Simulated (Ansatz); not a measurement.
A nudged elastic band was laid between two geometries of CH8AlN (11 atoms, charge 0, multiplicity 1).

Method: Ansatz, RKS PBE-D4/6-31G*.

- movable images: 8
- climbing image: no
- spring: 5.0 eV/Å²
- optimiser: quadratic models (default)
- start path: through a guess of the saddle point
- force threshold: 0.05 eV/Å
- iteration limit: 60
- end points: relaxed

Initial state:

```xyz
11
Properties=species:S:1:pos:R:3
Al -0.074 -0.238 0.433
C 0.067 0.439 2.300
H -0.834 0.225 2.907
H 0.939 0.029 2.845
H 0.189 1.538 2.310
H 1.277 -0.289 -0.466
H -1.465 0.011 -0.366
N -0.288 -2.299 0.751
H -0.418 -2.791 -0.141
H 0.539 -2.702 1.208
H -1.102 -2.511 1.342
```

Final state:

```xyz
11
Properties=species:S:1:pos:R:3
Al 0.060 -0.793 -0.243
C -0.179 0.230 2.787
H -0.881 0.456 3.605
H 0.854 0.420 3.113
H -0.419 0.885 1.932
H 1.550 -0.218 -0.153
H -1.237 0.062 -0.632
N -0.163 -2.552 0.017
H -1.055 -3.040 -0.051
H 0.587 -3.206 0.236
H -0.287 -0.832 2.510
```

**Question.** Which bonds break or form, and what moves?

**Answer.** Bonds broken: Al1–C2, N8–H11. Bonds formed: C2–H11. CH8AlN becomes AlH4N + CH4.

**Question.** Give the energies along the band, and the barrier.

**Answer.** It converged. The highest image is number 5 of 0 to 9, 118.2 kJ/mol above the first end and 104.3 kJ/mol above the last; the last end lies 13.9 kJ/mol above the first. No image climbed, so the highest image needn't sit at the top of the path. The orbitals stay closed-shell, which can raise the energy where a bond breaks towards radicals; this wasn't checked here.

```json
{"image": "0", "path coordinate (Å)": "0.00", "energy (kJ/mol)": "0.0", "Al1–C2 (Å)": "1.99", "N8–H11 (Å)": "1.03", "C2–H11 (Å)": "3.31"}
{"image": "1", "path coordinate (Å)": "0.62", "energy (kJ/mol)": "0.9", "Al1–C2 (Å)": "1.99", "N8–H11 (Å)": "1.03", "C2–H11 (Å)": "3.14"}
{"image": "2", "path coordinate (Å)": "1.25", "energy (kJ/mol)": "2.1", "Al1–C2 (Å)": "1.99", "N8–H11 (Å)": "1.03", "C2–H11 (Å)": "2.98"}
{"image": "3", "path coordinate (Å)": "1.87", "energy (kJ/mol)": "9.9", "Al1–C2 (Å)": "2.00", "N8–H11 (Å)": "1.03", "C2–H11 (Å)": "2.48"}
{"image": "4", "path coordinate (Å)": "2.49", "energy (kJ/mol)": "55.6", "Al1–C2 (Å)": "2.05", "N8–H11 (Å)": "1.06", "C2–H11 (Å)": "1.92"}
{"image": "5", "path coordinate (Å)": "3.12", "energy (kJ/mol)": "118.2", "Al1–C2 (Å)": "2.22", "N8–H11 (Å)": "1.49", "C2–H11 (Å)": "1.31"}
{"image": "6", "path coordinate (Å)": "3.74", "energy (kJ/mol)": "40.8", "Al1–C2 (Å)": "2.62", "N8–H11 (Å)": "2.05", "C2–H11 (Å)": "1.12"}
{"image": "7", "path coordinate (Å)": "4.37", "energy (kJ/mol)": "18.5", "Al1–C2 (Å)": "2.96", "N8–H11 (Å)": "2.48", "C2–H11 (Å)": "1.11"}
{"image": "8", "path coordinate (Å)": "4.99", "energy (kJ/mol)": "14.2", "Al1–C2 (Å)": "3.20", "N8–H11 (Å)": "2.90", "C2–H11 (Å)": "1.10"}
{"image": "9", "path coordinate (Å)": "5.61", "energy (kJ/mol)": "13.9", "Al1–C2 (Å)": "3.21", "N8–H11 (Å)": "3.03", "C2–H11 (Å)": "1.10"}
```

**Question.** What is the geometry of the highest image?

**Answer.** 
```xyz
11
Properties=species:S:1:pos:R:3
Al -0.015 -0.440 0.124
C -0.116 -0.013 2.301
H -1.040 -0.064 2.898
H 0.771 -0.136 2.940
H -0.074 1.041 1.936
H 1.455 0.002 -0.345
H -1.360 0.166 -0.509
N -0.180 -2.258 0.714
H -1.045 -2.783 0.572
H 0.622 -2.892 0.720
H -0.187 -1.213 1.770
```

Run time: 4.1 min on 1 thread of Arm Neoverse V2, on a shared host, peak memory 0.1 GiB.
